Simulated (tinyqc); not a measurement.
Worked calculation (part 1 of 2): RKS/B3LYP (VWN-RPA form) in the sto-6g basis, for H2O, spin multiplicity 1. Computed by tinyqc, a small Python program that keeps every step (integrals from PySCF). Settings: charge = 0, multiplicity = 1, basis = sto-6g, energy threshold = 1e-08, iteration cap = 84, orthogonalisation = canonical, start = highest core orbitals, DIIS depth = 6, method = RKS, functional = b3lyp, grid = [20, 50]. Command: `OMP_NUM_THREADS=1 python tinyqc.py 28970 28971 out.jsonl` (the two numbers bound the seeds that draw the settings). One thread of a shared host (Intel(R) Xeon(R) Processor @ 2.60GHz), about 1 s of CPU time with the checks. Later iterations appear only in the table of the cycle.

## One-electron integrals

Geometry (angstrom):
```
atom         x          y         z
O     0.000000   0.000000  0.000000
H     0.000000   0.811000  0.697000
H     0.000000  -0.885000  0.760000
```

Basis sto-6g: exponents (1/bohr^2) and contraction coefficients of normalised primitives:
```
element  l (shell)     exponent  coefficient
O            s (1)  1355.584234     0.009164
O            s (1)   248.544885     0.049361
O            s (1)    69.533902     0.168538
O            s (1)    23.886772     0.370563
O            s (1)     9.275933     0.416492
O            s (1)     3.820341     0.130334
O            s (2)    52.187762    -0.013253
O            s (2)    10.329320    -0.046992
O            s (2)     3.210345    -0.033785
O            s (2)     1.235135     0.250242
O            s (2)     0.536420     0.595117
O            s (2)     0.245881     0.240706
O            p (3)    52.187762     0.003760
O            p (3)    10.329320     0.037679
O            p (3)     3.210345     0.173897
O            p (3)     1.235135     0.418036
O            p (3)     0.536420     0.425860
O            p (3)     0.245881     0.101708
H            s (1)    35.523221     0.009164
H            s (1)     6.513144     0.049361
H            s (1)     1.822143     0.168538
H            s (1)     0.625955     0.370563
H            s (1)     0.243077     0.416492
H            s (1)     0.100112     0.130334
```

Overlap, kinetic and nuclear-attraction integrals over the contracted functions; the nuclear repulsion is the sum of Za Zb / Rab.

nuclear repulsion = 7.89965942 hartree

overlap S:
```
           1O 1s     1O 2s    1O 2px     1O 2py    1O 2pz     2H 1s      3H 1s
1O 1s   1.000000  0.231145  0.000000   0.000000  0.000000  0.042831   0.034217
1O 2s   0.231145  1.000000  0.000000   0.000000  0.000000  0.406442   0.350958
1O 2px  0.000000  0.000000  1.000000   0.000000  0.000000  0.000000   0.000000
1O 2py  0.000000  0.000000  0.000000   1.000000  0.000000  0.266748  -0.238716
1O 2pz  0.000000  0.000000  0.000000   0.000000  1.000000  0.229252   0.204999
2H 1s   0.042831  0.406442  0.000000   0.266748  0.229252  1.000000   0.192103
3H 1s   0.034217  0.350958  0.000000  -0.238716  0.204999  0.192103   1.000000
```

kinetic energy T (hartree):
```
            1O 1s      1O 2s    1O 2px     1O 2py    1O 2pz      2H 1s      3H 1s
1O 1s   29.327197  -0.896024  0.000000   0.000000  0.000000  -0.005388  -0.006406
1O 2s   -0.896024   0.842618  0.000000   0.000000  0.000000   0.080329   0.049118
1O 2px   0.000000   0.000000  2.531309   0.000000  0.000000   0.000000   0.000000
1O 2py   0.000000   0.000000  0.000000   2.531309  0.000000   0.154750  -0.113301
1O 2pz   0.000000   0.000000  0.000000   0.000000  2.531309   0.132997   0.097298
2H 1s   -0.005388   0.080329  0.000000   0.154750  0.132997   0.768522  -0.004203
3H 1s   -0.006406   0.049118  0.000000  -0.113301  0.097298  -0.004203   0.768522
```

nuclear attraction V (hartree):
```
             1O 1s      1O 2s     1O 2px     1O 2py     1O 2pz      2H 1s      3H 1s
1O 1s   -62.206798  -6.370518   0.000000  -0.001591  -0.015781  -1.350420  -1.076578
1O 2s    -6.370518  -9.943855   0.000000  -0.016710  -0.182638  -3.145841  -2.639751
1O 2px    0.000000   0.000000  -9.885254   0.000000   0.000000   0.000000   0.000000
1O 2py   -0.001591  -0.016710   0.000000  -9.985701  -0.009492  -1.833540   1.577903
1O 2pz   -0.015781  -0.182638   0.000000  -0.009492  -9.959395  -1.627977  -1.404691
2H 1s    -1.350420  -3.145841   0.000000  -1.833540  -1.627977  -5.417231  -1.103320
3H 1s    -1.076578  -2.639751   0.000000   1.577903  -1.404691  -1.103320  -5.122610
```

core Hamiltonian H = T + V (hartree):
```
             1O 1s      1O 2s     1O 2px     1O 2py     1O 2pz      2H 1s      3H 1s
1O 1s   -32.879600  -7.266542   0.000000  -0.001591  -0.015781  -1.355808  -1.082984
1O 2s    -7.266542  -9.101236   0.000000  -0.016710  -0.182638  -3.065512  -2.590632
1O 2px    0.000000   0.000000  -7.353945   0.000000   0.000000   0.000000   0.000000
1O 2py   -0.001591  -0.016710   0.000000  -7.454392  -0.009492  -1.678790   1.464602
1O 2pz   -0.015781  -0.182638   0.000000  -0.009492  -7.428086  -1.494980  -1.307393
2H 1s    -1.355808  -3.065512   0.000000  -1.678790  -1.494980  -4.648708  -1.107523
3H 1s    -1.082984  -2.590632   0.000000   1.464602  -1.307393  -1.107523  -4.354087
```

## Two-electron integrals

Functions are numbered as in S; the eight-fold symmetry (ij|kl) = (ji|kl) = (kl|ij) leaves the list below.

Two-electron integrals (ij|kl) in chemists' order, unique and non-zero (hartree):
```
(11|11) 4.787491    (21|11) 0.675884    (21|21) 0.121505    (22|11) 1.117379
(22|21) 0.249212    (22|22) 0.817383    (31|31) 0.025762    (32|31) 0.039145
(32|32) 0.180664    (33|11) 1.117381    (33|21) 0.249212    (33|22) 0.817382
(33|33) 0.880663    (41|41) 0.025762    (42|41) 0.039145    (42|42) 0.180664
(43|43) 0.047461    (44|11) 1.117381    (44|21) 0.249212    (44|22) 0.817382
(44|33) 0.785741    (44|44) 0.880663    (51|51) 0.025762    (52|51) 0.039145
(52|52) 0.180664    (53|53) 0.047461    (54|54) 0.047461    (55|11) 1.117381
(55|21) 0.249212    (55|22) 0.817382    (55|33) 0.785741    (55|44) 0.785741
(55|55) 0.880663    (61|11) 0.133437    (61|21) 0.022998    (61|22) 0.046155
(61|33) 0.046057    (61|41) 0.000855    (61|42) 0.001671    (61|44) 0.046227
(61|51) 0.000734    (61|52) 0.001437    (61|54) 0.000146    (61|55) 0.046182
(61|61) 0.004437    (62|11) 0.331642    (62|21) 0.075038    (62|22) 0.273414
(62|33) 0.268823    (62|41) 0.004565    (62|42) 0.034028    (62|44) 0.276745
(62|51) 0.003923    (62|52) 0.029245    (62|54) 0.006808    (62|55) 0.274674
(62|61) 0.014287    (62|62) 0.114933    (63|31) 0.008240    (63|32) 0.046707
(63|43) 0.006982    (63|53) 0.006000    (63|63) 0.016038    (64|11) 0.184251
(64|21) 0.042272    (64|22) 0.164266    (64|33) 0.156923    (64|41) 0.010477
(64|42) 0.065891    (64|44) 0.175525    (64|51) 0.001922    (64|52) 0.016487
(64|54) 0.009987    (64|55) 0.160350    (64|61) 0.008407    (64|62) 0.083945
(64|64) 0.076652    (65|11) 0.158352    (65|21) 0.036330    (65|22) 0.141176
(65|33) 0.134865    (65|41) 0.001922    (65|42) 0.016487    (65|44) 0.138852
(65|51) 0.009892    (65|52) 0.060877    (65|54) 0.010408    (65|55) 0.149810
(65|61) 0.007225    (65|62) 0.072145    (65|64) 0.052093    (65|65) 0.060809
(66|11) 0.482858    (66|21) 0.111286    (66|22) 0.464508    (66|33) 0.446193
(66|41) 0.008582    (66|42) 0.088070    (66|44) 0.477795    (66|51) 0.007376
(66|52) 0.075691    (66|54) 0.027160    (66|55) 0.469535    (66|61) 0.021393
(66|62) 0.250288    (66|64) 0.208550    (66|65) 0.179234    (66|66) 0.774999
(71|11) 0.106428    (71|21) 0.018352    (71|22) 0.036862    (71|33) 0.036784
(71|41) -0.000683   (71|42) -0.001341   (71|44) 0.036919    (71|51) 0.000587
(71|52) 0.001152    (71|54) -0.000116   (71|55) 0.036884    (71|61) 0.003491
(71|62) 0.011053    (71|64) 0.005934    (71|65) 0.005593    (71|66) 0.016369
(71|71) 0.002825    (72|11) 0.277952    (72|21) 0.062954    (72|22) 0.231072
(72|33) 0.227117    (72|41) -0.003842   (72|42) -0.029241   (72|44) 0.233945
(72|51) 0.003299    (72|52) 0.025111    (72|54) -0.005864   (72|55) 0.232153
(72|61) 0.011610    (72|62) 0.079242    (72|64) 0.039830    (72|65) 0.048638
(72|66) 0.142129    (72|71) 0.009577    (72|72) 0.084001    (73|31) 0.006736
(73|32) 0.038761    (73|43) -0.005930   (73|53) 0.005092    (73|63) 0.010539
(73|73) 0.011380    (74|11) -0.159301   (74|21) -0.036568   (74|22) -0.143085
(74|33) -0.136809   (74|41) 0.008645    (74|42) 0.055515    (74|44) -0.152679
(74|51) -0.001640   (74|52) -0.014387   (74|54) 0.008536    (74|55) -0.139767
(74|61) -0.006445   (74|62) -0.041594   (74|64) -0.010902   (74|65) -0.024942
(74|66) -0.067295   (74|71) -0.005796   (74|72) -0.063206   (74|74) 0.058337
(75|11) 0.136801    (75|21) 0.031403    (75|22) 0.122875    (75|33) 0.117486
(75|41) -0.001640   (75|42) -0.014387   (75|44) 0.120930    (75|51) 0.008144
(75|52) 0.051116    (75|54) -0.008888   (75|55) 0.130210    (75|61) 0.006038
(75|62) 0.049627    (75|64) 0.024491    (75|65) 0.040483    (75|66) 0.097270
(75|71) 0.004977    (75|72) 0.054279    (75|74) -0.040324   (75|75) 0.046009
(76|11) 0.108647    (76|21) 0.024877    (76|22) 0.099340    (76|33) 0.096912
(76|41) -0.000042   (76|42) -0.000484   (76|44) 0.098633    (76|51) 0.001995
(76|52) 0.018139    (76|54) -0.000129   (76|55) 0.102476    (76|61) 0.004691
(76|62) 0.042169    (76|64) 0.026425    (76|65) 0.029838    (76|66) 0.097167
(76|71) 0.003751    (76|72) 0.036695    (76|74) -0.024152   (76|75) 0.026599
(76|76) 0.020009    (77|11) 0.446193    (77|21) 0.102929    (77|22) 0.433865
(77|33) 0.417427    (77|41) -0.007526   (77|42) -0.079993   (77|44) 0.445809
(77|51) 0.006463    (77|52) 0.068695    (77|54) -0.024373   (77|55) 0.438358
(77|61) 0.018959    (77|62) 0.157214    (77|64) 0.071705    (77|65) 0.105046
(77|66) 0.308644    (77|71) 0.015780    (77|72) 0.207586    (77|74) -0.177859
(77|75) 0.152738    (77|76) 0.097167    (77|77) 0.774999
```

## Orthogonalisation

S = U s U^T; canonical form X = U s^(-1/2), so that X^T S X = 1. Each column of U has its largest component positive (the first on a tie).

eigenvalues of S: 0.433989  0.543829  0.884017  1.000000  1.102746  1.272422  1.762997

X:
```
                1          2          3         4          5          6         7
1O 1s   -0.314431   0.122281   0.732437  0.000000   0.619093  -0.015460  0.171340
1O 2s    0.987372  -0.274773  -0.308926  0.000000   0.323466  -0.022038  0.436221
1O 2px   0.000000   0.000000   0.000000  1.000000   0.000000   0.000000  0.000000
1O 2py   0.270356   0.788873  -0.006835  0.000000  -0.009444   0.702581  0.030212
1O 2pz   0.488902  -0.133978   0.660528  0.000000  -0.613524  -0.015668  0.220105
2H 1s   -0.890494  -0.540920  -0.165667  0.000000  -0.139357   0.349308  0.409613
3H 1s   -0.354032   0.903047  -0.188442  0.000000  -0.151657  -0.411456  0.361148
```

## Starting guess

The start is the highest orbitals of the core Hamiltonian (a deliberately bad start); D = 2 C_occ C_occ^T.

D at the start:
```
            1O 1s      1O 2s    1O 2px     1O 2py     1O 2pz      2H 1s      3H 1s
1O 1s    0.016211  -0.093172  0.000000   0.018310   0.133415   0.058037   0.051646
1O 2s   -0.093172   0.650199  0.000000  -0.041079  -0.477830  -0.741076  -0.564545
1O 2px   0.000000   0.000000  2.000000   0.000000   0.000000   0.000000   0.000000
1O 2py   0.018310  -0.041079  0.000000   2.372007  -0.007881  -0.792330   0.699333
1O 2pz   0.133415  -0.477830  0.000000  -0.007881   1.870096  -0.455975  -0.365954
2H 1s    0.058037  -0.741076  0.000000  -0.792330  -0.455975   2.784470  -0.279104
3H 1s    0.051646  -0.564545  0.000000   0.699333  -0.365954  -0.279104   2.563184
```

## Iteration 1: exchange-correlation on the grid

Becke grid with 20 radial and 50 angular points per atom, points of zero weight dropped. rho = sum D_ij phi_i phi_j; V_xc,ij = sum w v_xc phi_i phi_j plus the gradient terms; v_xc is d(rho eps)/d rho at fixed gradient. Exact exchange is left to K.

The 16 grid points with the largest w rho, of 2983 (bohr, atomic units):
```
x                  y          z         w       rho  |grad rho|^2     eps_xc       v_xc
0.000000   -0.738980  -0.738980  0.094661  0.491171      1.632876  -0.541409  -0.657741
0.000000    0.738980  -0.738980  0.094631  0.473707      1.528170  -0.535891  -0.649997
0.738980    0.000000  -0.738980  0.094697  0.460353      1.415022  -0.531081  -0.644258
-0.738980   0.000000  -0.738980  0.094697  0.460353      1.415022  -0.531081  -0.644258
0.603375   -0.603375  -0.603375  0.088456  0.470545      1.499668  -0.534744  -0.648659
-0.603375  -0.603375  -0.603375  0.088456  0.470545      1.499668  -0.534744  -0.648659
0.315102   -0.315102  -0.945307  0.084623  0.483076      1.555512  -0.538502  -0.654405
-0.315102  -0.315102  -0.945307  0.084623  0.483076      1.555512  -0.538502  -0.654405
0.315102    0.315102  -0.945307  0.084622  0.476867      1.516935  -0.536504  -0.651661
-0.315102   0.315102  -0.945307  0.084622  0.476867      1.516935  -0.536504  -0.651661
0.603375    0.603375  -0.603375  0.088431  0.455260      1.412326  -0.529790  -0.641688
-0.603375   0.603375  -0.603375  0.088431  0.455260      1.412326  -0.529790  -0.641688
0.315102   -0.945307  -0.315102  0.083808  0.460904      1.512779  -0.532596  -0.643694
-0.315102  -0.945307  -0.315102  0.083808  0.460904      1.512779  -0.532596  -0.643694
0.000000   -0.544263  -0.544263  0.041424  0.922596      2.991521  -0.641878  -0.815254
0.738980   -0.738980   0.000000  0.093522  0.407126      1.201409  -0.514321  -0.618174
```

electrons on the grid, sum of w rho = 9.999428

E_xc = sum of w rho eps_xc = -4.43249078 hartree

V_xc (hartree):
```
            1O 1s      1O 2s     1O 2px     1O 2py     1O 2pz      2H 1s      3H 1s
1O 1s   -0.745126  -0.180785   0.000000  -0.000361  -0.002095  -0.032989  -0.026405
1O 2s   -0.180785  -0.623524   0.000000   0.004712   0.036764  -0.205445  -0.174257
1O 2px   0.000000   0.000000  -0.621332   0.000000   0.000000   0.000000   0.000000
1O 2py  -0.000361   0.004712   0.000000  -0.637242   0.000977  -0.131292   0.115960
1O 2pz  -0.002095   0.036764   0.000000   0.000977  -0.611967  -0.104307  -0.091367
2H 1s   -0.032989  -0.205445   0.000000  -0.131292  -0.104307  -0.462567  -0.075475
3H 1s   -0.026405  -0.174257   0.000000   0.115960  -0.091367  -0.075475  -0.456520
```

## Iteration 1: building the Kohn-Sham matrix

J_ij = sum D_kl (ij|kl), K_ij = sum D_kl (ik|jl); F = H + J - 0.1 K + V_xc; E = tr D H + tr D J / 2 - 0.05 tr D K + E_xc + E_nn.

Coulomb J (hartree):
```
            1O 1s      1O 2s    1O 2px     1O 2py     1O 2pz     2H 1s      3H 1s
1O 1s    8.542310   1.913792  0.000000  -0.005106  -0.024260  0.353525   0.282717
1O 2s    1.913792   6.619261  0.000000  -0.021584   0.003910  2.373297   2.027349
1O 2px   0.000000   0.000000  6.561185   0.000000   0.000000  0.000000   0.000000
1O 2py  -0.005106  -0.021584  0.000000   6.679029   0.002138  1.491343  -1.324009
1O 2pz  -0.024260   0.003910  0.000000   0.002138   6.617550  1.298571   1.144233
2H 1s    0.353525   2.373297  0.000000   1.491343   1.298571  4.823507   0.947487
3H 1s    0.282717   2.027349  0.000000  -1.324009   1.144233  0.947487   4.683083
```

exchange K (hartree):
```
            1O 1s      1O 2s    1O 2px     1O 2py     1O 2pz     2H 1s      3H 1s
1O 1s    0.177389   0.236996  0.000000  -0.004267  -0.030597  0.046423   0.039052
1O 2s    0.236996   1.315021  0.000000  -0.084791  -0.620837  0.464270   0.422145
1O 2px   0.000000   0.000000  2.001301   0.000000   0.000000  0.000000   0.000000
1O 2py  -0.004267  -0.084791  0.000000   2.086972  -0.023735  0.468483  -0.460428
1O 2pz  -0.030597  -0.620837  0.000000  -0.023735   1.822869  0.224582   0.214618
2H 1s    0.046423   0.464270  0.000000   0.468483   0.224582  1.585907   0.218791
3H 1s    0.039052   0.422145  0.000000  -0.460428   0.214618  0.218791   1.609821
```

Kohn-Sham matrix F (hartree):
```
             1O 1s      1O 2s     1O 2px     1O 2py     1O 2pz      2H 1s      3H 1s
1O 1s   -25.100155  -5.557235   0.000000  -0.006631  -0.039076  -1.039915  -0.830577
1O 2s    -5.557235  -3.237001   0.000000  -0.025103  -0.079880  -0.944088  -0.779755
1O 2px    0.000000   0.000000  -1.614223   0.000000   0.000000   0.000000   0.000000
1O 2py   -0.006631  -0.025103   0.000000  -1.621302  -0.004004  -0.365588   0.302596
1O 2pz   -0.039076  -0.079880   0.000000  -0.004004  -1.604790  -0.323175  -0.275990
2H 1s    -1.039915  -0.944088   0.000000  -0.365588  -0.323175  -0.446359  -0.257390
3H 1s    -0.830577  -0.779755   0.000000   0.302596  -0.275990  -0.257390  -0.288507
```

total energy of this density = -28.78571016 hartree

## Iteration 1: diagonalisation and new density

Diagonalise F' = X^T F X, C = X C', fill 5 alpha and 5 beta electrons from the bottom; D = 2 C_occ C_occ^T. Each column has its largest component positive (the first on a tie).

F' = X^T F X (hartree):
```
           1          2           3          4           5          6          7
1  -1.386577   0.407987    2.555395   0.000000    2.484925  -0.247495   0.106424
2   0.407987  -0.569073   -1.194773   0.000000   -1.181863  -0.685029  -0.229461
3   2.555395  -1.194773  -11.569821   0.000000  -10.308520   0.332635  -4.637384
4   0.000000   0.000000    0.000000  -1.614223    0.000000   0.000000   0.000000
5   2.484925  -1.181863  -10.308520   0.000000  -12.363226   0.335578  -4.974521
6  -0.247495  -0.685029    0.332635   0.000000    0.335578  -1.193799   0.095281
7   0.106424  -0.229461   -4.637384   0.000000   -4.974521   0.095281  -3.406949
```

orbital energies (hartree): MO1 -25.103290, MO2 -2.161367, MO3 -1.630360, MO4 -1.614223, MO5 -1.599406, MO6 -0.045776, MO7 0.050753

coefficients C:
```
              MO1        MO2        MO3       MO4        MO5        MO6        MO7
1O 1s    1.002831  -0.231571   0.010934  0.000000   0.031060   0.052103   0.007871
1O 2s   -0.013493   1.080972  -0.048636  0.000000  -0.133756  -0.498978  -0.057670
1O 2px   0.000000   0.000000   0.000000  1.000000   0.000000   0.000000   0.000000
1O 2py   0.000078   0.057178   1.029525  0.000000  -0.007581  -0.107743   0.339450
1O 2pz   0.000378   0.197083   0.002299  0.000000   1.003781  -0.266167  -0.033283
2H 1s    0.003047  -0.105711  -0.066165  0.000000  -0.043566   0.976077  -0.672348
3H 1s    0.002603  -0.083474   0.067883  0.000000  -0.042436   0.555170   0.988671
```

D after iteration 1:
```
            1O 1s      1O 2s    1O 2px     1O 2py     1O 2pz      2H 1s      3H 1s
1O 1s    2.120760  -0.537077  0.000000  -0.004281  -0.028114   0.050917   0.042729
1O 2s   -0.537077   2.377878  0.000000   0.025496   0.157325  -0.210534  -0.175788
1O 2px   0.000000   0.000000  2.000000   0.000000   0.000000   0.000000   0.000000
1O 2py  -0.004281   0.025496  0.000000   2.126496   0.012054  -0.147665   0.130872
1O 2pz  -0.028114   0.157325  0.000000   0.012054   2.092847  -0.129431  -0.117783
2H 1s    0.050917  -0.210534  0.000000  -0.147665  -0.129431   0.034920   0.012379
3H 1s    0.042729  -0.175788  0.000000   0.130872  -0.117783   0.012379   0.026767
```
